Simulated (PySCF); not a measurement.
NMR data sheet: C₃H₈O

* Formula: C3H8O
* SMILES: CCCO
* InChI: InChI=1S/C3H8O/c1-2-3-4/h4H,2-3H2,1H3
* Point group of the computed structure: C1
* Degrees of unsaturation: 0
* Carbon signals: 3
* Proton signals: 4

Molfile (atoms numbered from 1):
```
C3H8O
     RDKit          3D

 12 11  0  0  0  0  0  0  0  0999 V2000
   -1.4724    0.1651    0.3416 C   0  0  0  0  0  0  0  0  0  0  0  0
   -0.2173    0.0948   -0.5114 C   0  0  0  0  0  0  0  0  0  0  0  0
    0.9992   -0.3230    0.2912 C   0  0  0  0  0  0  0  0  0  0  0  0
    2.1683   -0.4471   -0.4894 O   0  0  0  0  0  0  0  0  0  0  0  0
   -1.7082   -0.8102    0.7759 H   0  0  0  0  0  0  0  0  0  0  0  0
   -1.3525    0.8731    1.1662 H   0  0  0  0  0  0  0  0  0  0  0  0
   -2.3361    0.4837   -0.2448 H   0  0  0  0  0  0  0  0  0  0  0  0
   -0.3524   -0.6128   -1.3348 H   0  0  0  0  0  0  0  0  0  0  0  0
   -0.0250    1.0743   -0.9671 H   0  0  0  0  0  0  0  0  0  0  0  0
    1.1533    0.3797    1.1241 H   0  0  0  0  0  0  0  0  0  0  0  0
    0.8323   -1.3092    0.7334 H   0  0  0  0  0  0  0  0  0  0  0  0
    2.3479    0.4035   -0.8976 H   0  0  0  0  0  0  0  0  0  0  0  0
  1  2  1  0
  2  3  1  0
  3  4  1  0
  1  5  1  0
  1  6  1  0
  1  7  1  0
  2  8  1  0
  2  9  1  0
  3 10  1  0
  3 11  1  0
  4 12  1  0
M  END
```

[PySCF 2.14.0 with density-fitted response routines: coordinates at the PBE0-D3(BJ)/def2-TZVP level; NMR shieldings at B97-2/pcSseg-2/GIAO; couplings computed with B3LYP/pcJ-2 (without the spin–dipole term); fast rotation and ring inversion assumed for equivalent nuclei; gas phase; non-relativistic; single conformer]

δ = σ(ref) − σ, references computed at the same level: TMS for $^{1}$H (31.64 ppm), $^{13}$C (185.38 ppm); $^{17}$O (327.66 ppm) vs H2O.

| carbon | δC, type | δH (multiplicity, J in Hz) | HMBC from (abs. J ≥ 3 Hz) | span of the C tensor (ppm) |
| --- | --- | --- | --- | --- |
| C1 | 12.1, CH3 | 0.87 (t, 8.4) | H8/H9 | 21 |
| C2 | 33.2, CH2 | 1.52 (sext, 8.3) | H5/H6/H7 | 34 |
| C3 | 71.5, CH2 | 3.52 (t, 8.2) | H8/H9, H5/H6/H7 | 79 |

Other nuclei:
```csv
atoms,nucleus,environment,δ (ppm),σ (ppm)
H12,$^{1}$H,hydrogen on an alcohol oxygen,0.04,31.60
O4,$^{17}$O,alcohol oxygen,44.5,283.1
```

Selected couplings (Hz, signed; the shortest-range and largest first, 30 at most; isotopes $^{13}$C, $^{1}$H): $^{1}J$(C3,H10) 143.9, $^{1}J$(C1,H5) 130.6, $^{1}J$(C2,H8) 130.6, $^{1}J$(C2,C3) 34.5, $^{1}J$(C1,C2) 32.7, $^{2}J$(C1,C3) 2.4, $^{3}J$(H5,H8) 8.4, $^{3}J$(H8,H10) 8.2.

1. Carbon types of the structure: 2 × CH2, 1 × CH3, leaving 1 H on heteroatoms.
2. δC 71.5: sp3 CH2 bonded to O; pulled downfield by the heteroatom.
3. δC 33.2: sp3 CH2; a saturated carbon with 2 carbon neighbours and no heteroatom attached.
4. δC 12.1: methyl carbon; saturated and bonded to C and H only.
5. δH 0.87: hydrogen on a methyl carbon; far from electronegative atoms and π systems.
6. δH 0.04: hydrogen on an alcohol oxygen; exchangeable, gas-phase position.
7. The protons at 0.87 and 1.52 share a coupling of 8.4 Hz (vicinal).
8. The protons at 1.52 and 3.52 share a coupling of 8.2 Hz (vicinal).

OH and NH positions are those of a molecule without intermolecular hydrogen bonds; in solution they move with solvent, concentration and temperature, and exchange usually removes their couplings. Multiplet labels drop couplings under 1 Hz and merge nearly equal ones. Shifts are as computed. Against solution values, carbons near 30 ppm lie about +3 ppm off and those near 130 ppm about +7 ppm. Of 1211 compounds with measured shifts, 218 miss one by over three times the rms of a fit or turn the order of signals round; such compounds aren't used in these exercises. Couplings to exchangeable protons are dropped. Experimental scales use liquid or dissolved standards, which lie at an offset from isolated H2O (liquid H2O: subtract about 36 ppm). Chain 3J(H,H) values assume equally populated staggered rotamers: (2 J gauche + J anti)/3.
